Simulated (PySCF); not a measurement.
Job file and geometry (Å, from GFN2-xTB, dihedral held) of a spin–spin coupling run on 3-butyn-1-ol (C#CCCO, C$_{4}$H$_{6}$O), B3LYP/pcJ-1 indirect spin-spin coupling, non-relativistic, gas phase (PySCF 2.14.0, density-fitted response routines); density fitting, a coarse starting grid and PySCF grid level 2 are the driver's defaults:

```
{"job": {"kind": "j", "xc": "B3LYP", "basis": "pcJ-1"}, "charge": 0, "multiplicity": 1}
C      2.538750     0.414468     0.207729
C      1.469180    -0.113270     0.113526
C      0.160472    -0.721001    -0.010843
C     -0.964526     0.322822     0.024178
O     -1.358606     0.502179     1.367270
H      3.483557     0.861136     0.296843
H      0.001506    -1.415580     0.817211
H      0.119394    -1.276468    -0.951286
H     -1.818860    -0.039492    -0.569072
H     -0.614824     1.267449    -0.414148
H     -1.977247     1.236395     1.426068
```

**Question.** Write the output of this run.

**Answer.** 
```
coarse grid: 9152 points
cycle   1  E = -231.0373960037  dE =  5.612e-01  |g| = 7.322e-01  |ddm| = 2.830e+00
cycle   2  E = -230.9414365149  dE =  9.596e-02  |g| = 1.046e+00  |ddm| = 1.333e+00
cycle   3  E = -231.1374029838  dE = -1.960e-01  |g| = 1.069e-01  |ddm| = 8.482e-01
cycle   4  E = -231.1393977486  dE = -1.995e-03  |g| = 3.839e-02  |ddm| = 9.958e-02
cycle   5  E = -231.1396592818  dE = -2.615e-04  |g| = 2.043e-02  |ddm| = 3.729e-02
cycle   6  E = -231.1397521749  dE = -9.289e-05  |g| = 5.536e-03  |ddm| = 1.522e-02
cycle   7  E = -231.1397595936  dE = -7.419e-06  |g| = 5.619e-04  |ddm| = 3.786e-03
final grid: 88272 points
cycle   8  E = -231.1918275288  dE = -1.109e-04  |g| = 5.326e-03  |ddm| = 2.227e-02
cycle   9  E = -231.1918253732  dE =  2.156e-06  |g| = 5.908e-03  |ddm| = 7.887e-03
cycle  10  E = -231.1918333132  dE = -7.940e-06  |g| = 1.129e-03  |ddm| = 4.465e-03
cycle  11  E = -231.1918333977  dE = -8.446e-08  |g| = 9.246e-04  |ddm| = 1.203e-03
cycle  12  E = -231.1918335920  dE = -1.944e-07  |g| = 2.027e-04  |ddm| = 6.093e-04
cycle  13  E = -231.1918336010  dE = -8.956e-09  |g| = 2.460e-05  |ddm| = 1.404e-04
cycle  14  E = -231.1918336011  dE = -8.475e-11  |g| = 1.007e-05  |ddm| = 2.347e-05
converged SCF energy = -231.1918336011

Indirect spin-spin couplings (Hz)
  i      j    bonds     total        FC       PSO       DSO        SD
  0 C    1 C    1    198.576   190.662     7.814     0.100         -
  0 C    2 C    2     12.206    12.524    -0.175    -0.143         -
  0 C    3 C    3      2.603     2.596     0.062    -0.056         -
  0 C    5 H    1    261.719   262.281    -0.987     0.425         -
  0 C    6 H    3      4.293     3.990     0.750    -0.447         -
  0 C    7 H    3      4.586     4.284     0.755    -0.453         -
  0 C    8 H    4      1.117     1.063     0.436    -0.382         -
  1 C    2 C    1     73.598    75.169    -1.788     0.218         -
  1 C    3 C    2     -4.267    -4.111    -0.193     0.037         -
  1 C    4 O    3      0.331     0.349    -0.019     0.001         -
  1 C    5 H    2     51.787    47.029     5.984    -1.226         -
  1 C    6 H    2    -10.620   -10.517    -0.006    -0.097         -
  1 C    7 H    2    -10.948   -10.834    -0.003    -0.111         -
  1 C    8 H    3     10.175    10.166     0.379    -0.370         -
  1 C    9 H    3      8.141     8.033    -0.133     0.242         -
  1 C   10 H    4     -0.354    -0.357     0.390    -0.386         -
  2 C    3 C    1     39.992    40.122    -0.355     0.225         -
  2 C    4 O    2    -12.183   -12.223     0.046    -0.005         -
  2 C    5 H    3      3.523     3.465     0.558    -0.500         -
  2 C    6 H    1    140.981   139.414     0.681     0.886         -
  2 C    7 H    1    135.420   133.668     0.912     0.840         -
  2 C    8 H    2     -0.394    -0.305     0.026    -0.115         -
  2 C    9 H    2     -2.605    -2.583     0.101    -0.123         -
  2 C   10 H    3     11.990    12.029     0.697    -0.735         -
  3 C    4 O    1     19.529    20.722    -1.098    -0.095         -
  3 C    5 H    4     -2.509    -2.469     0.223    -0.262         -
  3 C    6 H    2     -7.809    -7.907     0.185    -0.087         -
  3 C    7 H    2     -1.661    -1.631     0.064    -0.094         -
  3 C    8 H    1    143.610   142.577     0.123     0.911         -
  3 C    9 H    1    148.237   147.303    -0.003     0.938         -
  3 C   10 H    2     -1.511    -1.627     0.747    -0.632         -
  4 O    6 H    3     -6.482    -6.315    -0.054    -0.112         -
  4 O    7 H    3     -9.185    -9.202    -0.237     0.253         -
  4 O    8 H    2     -3.813    -3.402    -0.606     0.195         -
  4 O    9 H    2     -2.540    -2.088    -0.653     0.201         -
  4 O   10 H    1    -73.739   -60.963   -12.476    -0.300         -
  5 H    6 H    4     -3.707    -3.647     1.534    -1.594         -
  5 H    7 H    4     -3.981    -3.917     1.556    -1.620         -
  5 H    8 H    5     -0.279    -0.187     1.210    -1.302         -
  5 H   10 H    6     -0.179    -0.061     0.936    -1.054         -
  6 H    7 H    2    -18.100   -18.233     2.477    -2.344         -
  6 H    8 H    3      0.629     0.729     1.123    -1.222         -
  6 H    9 H    3      9.608     9.705     2.643    -2.739         -
  6 H   10 H    4      0.594     0.697     2.762    -2.865         -
  7 H    8 H    3      7.249     7.276    -0.373     0.345         -
  7 H    9 H    3      0.581     0.679     1.148    -1.247         -
  7 H   10 H    4      2.015     2.120     2.389    -2.494         -
  8 H    9 H    2     -7.909    -7.952     2.227    -2.184         -
  8 H   10 H    3     -0.123     0.102     1.164    -1.388         -
  9 H   10 H    3      2.401     2.557     0.532    -0.688         -
```

The geometry is no minimum: GFN2-xTB, dihedral held.

Size and cost of the density-fitted run: 195 basis functions, 22 s wall time on 1 thread of an Arm Neoverse N1, shared host.
